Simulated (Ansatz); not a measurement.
Worked example: HPB⁺, singlet against HPB, doublet

Geometry (PBE0/def2-TZVP stationary point of a doublet), kept for both states (HPB, doublet: A'; HPB⁺, singlet: A'):

```csv
atom,x (Å),y (Å),z (Å)
B,0.0000,-0.1023,1.2468
P,0.0000,-0.0022,-0.4526
H,0.0000,1.1642,0.5345
```

Basis 6-31G; Ansatz 0.2.0. Only valence electrons are correlated (noble-gas cores frozen). R marks a restricted (for open shells ROHF) determinant.

Full CI is exact within this basis and frozen core; it isn't the basis-set limit.

Unrestricted Kohn–Sham rows aren't spin-pure: their determinants' ⟨S²⟩ exceeds S(S+1) by up to 0.73, so they mix in states of higher spin.

| level | E(HPB, doublet) (hartree) | E(HPB⁺, singlet) (hartree) |
| --- | --- | --- |
| RCCSD(T) | -365.935723 | -365.586465 |
| PBE | -366.409238 | -366.043735 |
| PBE0 | -366.437184 | -366.064241 |
| full CI | -365.937018 | -365.588198 |

Question: Give the vertical gap, HPB⁺ singlet less HPB doublet, at each level in eV (1 hartree = 27.2114 eV), and each error against full CI.

Answer: full CI: (-365.588198 − (-365.937018)) × 27.2114 = 9.492 eV (the reference)
PBE0: (-366.064241 − (-366.437184)) × 27.2114 = 10.148 eV, error 0.656 eV
PBE: (-366.043735 − (-366.409238)) × 27.2114 = 9.946 eV, error 0.454 eV
RCCSD(T): (-365.586465 − (-365.935723)) × 27.2114 = 9.504 eV, error 0.012 eV

Total energies of functionals can't be set beside those of wave-function methods, since they hold the core's correlation and their own absolute errors; only the differences compare.

The set has no polarisation functions, so the order and spacing of states can differ from the basis-set limit.

In so small a basis the reference is far from its limit while semilocal and hybrid functionals are nearer theirs, so the functionals' errors here hold much of the reference's basis and frozen-core error, which can add to them or hide them.

Each level lands on the state that its own search finds. T1 diagnostics of restricted CCSD: 0.041 and 0.052.
